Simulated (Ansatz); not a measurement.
# C2H3, doublet: the ladder up to UCCSDTQ

Geometry: MP2(full)/6-31G*, from the G2/97 set.

```yaml
atoms:
  - { symbol: C, position_ang: [0.0278, -0.6060, 0.0000] }
  - { symbol: C, position_ang: [0.0278, 0.6813, 0.0000] }
  - { symbol: H, position_ang: [-0.8987, -1.1815, 0.0000] }
  - { symbol: H, position_ang: [0.9472, -1.1843, 0.0000] }
  - { symbol: H, position_ang: [-0.7120, 1.4685, 0.0000] }
```

Basis cc-pVDZ; Ansatz 0.2.0. Correlated methods freeze the noble-gas cores, which leaves 11 electrons in 41 orbitals. Prefix R: restricted or restricted open-shell reference; prefix U: unrestricted.

Full CI isn't at hand for all of this; UCCSDTQ serves as the reference, and is uncertain by about the last step of the cluster series. The frozen core follows each run's orbitals, which can shift R against U totals by a few meV.

Unrestricted rows (U) aren't spin-pure: their determinants' ⟨S²⟩ exceeds S(S+1) by up to 0.17, so they mix in states of higher spin.

The UHF ⟨S²⟩ is 0.915 and the T1 diagnostic (RCCSD) is 0.0211. The largest doubles amplitude (RCCSD) is 0.126 and the T1 diagnostic (UCCSD) is 0.0385.

| level | E − E(RHF) (eV) |
| --- | --- |
| UHF | -0.1962 |
| RMP2 | -6.6434 |
| UMP2 | -6.4783 |
| RCCSD | -7.4682 |
| UCCSD | -7.4667 |
| RCCSD(T) | -7.7106 |
| UCCSD(T) | -7.7019 |

(1) Estimate how far UCCSDTQ in cc-pVDZ lies from RCCSD(T). The table doesn't fix it; the size of (T) and the diagnostics are the guide.

(1) UCCSDTQ in cc-pVDZ lies 3.6 kJ/mol below RCCSD(T), which is 15 % of the (T) step (-23.4 kJ/mol). A doubles amplitude is large, but (T) still catches most of what CCSD lacks.

The other levels:

```
    level  E − E(UCCSDTQ) (kJ/mol)  share of correlation (%)     wall time
   UCCSDT                      1.4                     99.82             –
UCCSDT(Q)                     -0.1                    100.01  4.7 s (H100)
```

The correlation energy at UCCSDTQ, counted from RHF, is -7.748 eV. That run took 62 s on 5 threads of AMD EPYC 7R13 with a whole H100 80 GB, shared host.

Times hold each run's SCF and search for its determinant on a shared host, so for small cases they say little of a method's own cost; rows without a card ran on 1 thread of AMD EPYC 7R13.

Atomization energy (electronic, same basis, no zero-point term; atoms at the same level, unrestricted beside the R rows where the molecule is a closed shell, with restricted open-shell steps beyond CCSDT(Q)) at UCCSDTQ: 1719.7 kJ/mol. Errors of other levels:

```tsv
level	error (kJ/mol)
RHF	-336.5
UHF	-339.3
RMP2	12.9
UMP2	-5.0
RCCSD	-20.0
UCCSD	-20.6
RCCSD(T)	-1.7
UCCSD(T)	-2.8
UCCSDT	-1.3
UCCSDT(Q)	0.0
```

This basis is far from its limit, so the value isn't to be set against a measured one.
